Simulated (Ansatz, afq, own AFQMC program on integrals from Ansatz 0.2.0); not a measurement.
# NH$_{3}$, singlet in 6-31G, levels against full CI

```yaml
atoms:
  - { symbol: N, position_ang: [0.0339, 0.0595, -0.0939] }
  - { symbol: H, position_ang: [0.9721, 0.0726, 0.2865] }
  - { symbol: H, position_ang: [-0.4491, 0.8678, 0.2783] }
  - { symbol: H, position_ang: [-0.9936, -1.7678, 0.7396] }
```

Basis 6-31G. Noble-gas cores (and the filled d shells of Ga–Kr and In–Xe) are frozen. AFQMC by an in-house program on the Cholesky factors that Ansatz 0.2.0 writes for its CCSD(T) run. ph-AFQMC/CISD is guided by a CISD state made of CCSD amplitudes; releasing the constraint for a short imaginary time cuts its bias at the price of noise, slowly where states lie close. ± is one standard error of the sampling.

Determinant: RHF, the one that the program's search chose, which needn't be the lowest solution. The geometry is a point of a scan.

Full CI on the same integrals is exact in this basis and with this determinant's frozen core.

Cautions: restricted determinant unstable towards unrestricted (UHF 2.85 eV lower, ⟨S²⟩ 0.95); strong correlation (T1 0.041, weight of the determinant 0.73, largest double 0.53); the CCSD(T) amplitudes may be one of several solutions (largest double 0.53); the CCSDT(Q) amplitudes may be one of several solutions (largest double 0.56); the CCSDTQ amplitudes may be one of several solutions (largest double 0.57); the released energy hasn't reached full CI (19 meV above it at 2.40 1/Eh), so no released level is given (meV from the phaseless value at times in 1/Eh: -1 ± 6 at 0.24, 7 ± 5 at 0.51, 4 ± 7 at 0.99, -13 ± 7 at 1.62, -14 ± 5 at 2.40).

```
T1 diagnostic                               : 0.0410
weight of the determinant in the CISD state : 0.733
size of the correlated space                : 8 electrons in 14 orbitals
```

| level | correlation energy (eV) |
| --- | --- |
| MP2 | -4.4202 |
| CCSD | -5.6703 |
| CCSD(T) | -5.9415 |

(1) Estimate where phaseless AFQMC with a CISD trial lies against CCSD(T) on the same integrals.

(1) 6.4 ± 0.7 kJ/mol above CCSD(T).

Reference: full CI, correlation energy -5.908 eV. The cautions show a poor starting determinant, so the rows tell how each method copes with it here, and full CI is the sure value.

| level | E − E(reference) (kJ/mol) | share of correlation (%) |
| --- | --- | --- |
| CCSD(T) | -3.2 | 100.57 |
| CCSDT | 1.8 | 99.69 |
| CCSDT(Q) | -0.4 | 100.08 |
| CCSDTQ | 0.2 | 99.96 |
| ph-AFQMC/HF | 79.6 ± 4.3 | 86.03 |
| ph-AFQMC/CISD | 3.1 ± 0.7 | 99.45 |

CCSDT and higher add their correlation energy to the determinant of the CCSD(T) run, since their own runs factorise the integrals more tightly (a shift of under 2 meV). A walk keeps the symmetry of its determinant, which the program's search chose and which needn't be the lowest solution, so a lower state of the same spin and another symmetry isn't excluded.
